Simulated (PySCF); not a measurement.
CH4ClSi (doublet state).
Numbering: `[SiH3:1][CH:2][Cl:3]` (hydrogens: H4, H5, H6 on Si1; H7 on C2)

Cartesian coordinates in Å at the GFN2-xTB level; atoms count from 1:
```
atom  x, y, z in Å
Si1   -0.811    0.033   -0.047
C2     1.030   -0.206   -0.008
Cl3    2.075    1.029    0.483
H4    -1.310    0.368    1.292
H5    -1.164    1.130   -0.954
H6    -1.365   -1.236   -0.513
H7     1.548   -1.113   -0.281
```

Method: PySCF, UKS B3LYP, pcH-1 on C Cl H Si, non-relativistic, mean-field spin-orbit, GIAO. Geometry: GFN2-xTB; no solvent, vibrations or thermal averaging. Couplings are sensitive to structure, and on GFN2-xTB geometries they can be far from those on DFT ones. Stability of the SCF solution: not tested.

Question: Match the computed a_iso(1H) values -57.2, +37.5 MHz (means over equivalent nuclei) with the sites H4/H5/H6; H7.

Answer: 
```tsv
site	a_iso (MHz)	ρ(0) (bohr⁻³)	position	distance from C2 (Å)	bound to	spin population there	largest |T| (MHz)
H4/H5/H6	+37.5	+0.0084	β, 2 bonds from C2	2.71	Si1	-0.03	5.4
H7	-57.2	-0.0128	α, 1 bond from C2	1.08	C2	+0.90	36.1
```

ρ(0) is the spin density at the nucleus and T the dipolar tensor; a_iso includes a spin–orbit part; entries for several nuclei are means. Largest spin populations (Mulliken): C2 (+0.90) and Cl3 (+0.11). C2 is the only atom above +0.15. The angles at C2 add up to 360.0°, so it is planar; its axial dipolar tensor and the negative coupling of its proton fit spin in a p orbital normal to that plane.

Examples of negative spin density at the nucleus (bohr⁻³): Si1 (-0.0480) and H7 (-0.0128).

Nuclei that the bonding pattern makes equivalent are averaged, as if the motion that swaps them (rotation, inversion, ring flip) were fast. The three 1H nuclei of mean +37.5 MHz run from -2.6 to 57.5 MHz in the frozen geometry.

Time: 11 s (grids of density and orbitals included); peak memory 0.44 GiB. Hardware: one thread of an Arm Neoverse V2, shared host.
